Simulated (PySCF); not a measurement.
# The bond of AlH−, level by level

An exercise on one series of results from a longer session: the logs are not shown, and one member is left open.

Method: Al aug-cc-pV(D+d)Z, H aug-cc-pVDZ, no relativity; program: PySCF 2.14.0.

3 further runs of the same task are left out: 3 set aside as unsound or not needed.

The first run:

A driver script around PySCF takes these settings:

| Property | Result |
| --- | --- |
| atoms | Al, H |
| charge | -1 |
| basis | Al aug-cc-pV(D+d)Z, H aug-cc-pVDZ |
| Hamiltonian | no relativity |
| basis functions | 41 |
| electrons treated | 15 |
| masses in u | 26.9815, 1.0078 |
| levels | PBE0, PBE, r²SCAN, BLYP, B97-3, PW91, LC-ωPBE, MP2, SCS-MP2, CCSD, CCSD(T) |
| grid | 80 radial by 434 angular points |
| occupations | held fixed by the projection of orbital angular momentum |
| dissociation limit | Al + H−, each in its ground configuration |
| starting distance in angstrom | 1.615 |
| values of 2S to try | 1, 3 |

Command:

```bash
> OMP_NUM_THREADS=1 python dia.py task.json out
```

Steps of the session up to this table: The job; First curve: PBE0; PBE (GGA); r²SCAN (meta-GGA); BLYP; B97-3; PW91; LC-ωPBE (range-separated hybrid); Correlated methods on the Hartree–Fock reference.

One table of the session follows, with a row left open; its other results are not shown here.

It belongs to the step «Constants by level of theory». 

```
      level  Re (Å)  ωe (cm⁻¹)  De (eV)
    UHF-MP2   1.689       1519     2.57
UHF-SCS-MP2   1.690       1507     2.48
   UHF-CCSD       ?          ?        ?
UHF-CCSD(T)   1.697       1469     2.46
        PBE   1.718       1418     2.67
       PW91   1.714       1423     2.69
       BLYP   1.713       1415     2.46
     r²SCAN   1.699       1471     2.72
       PBE0   1.702       1470     2.70
      B97-3   1.698       1485     2.60
    LC-ωPBE   1.693       1508     2.65
```

Q: Estimate the row for UHF-CCSD from the others.

The run gave: Re (Å): 1.695; ωe (cm⁻¹): 1478; De (eV): 2.42. In the column «Re (Å)» it lies between LC-ωPBE (1.693) and UHF-CCSD(T) (1.697).
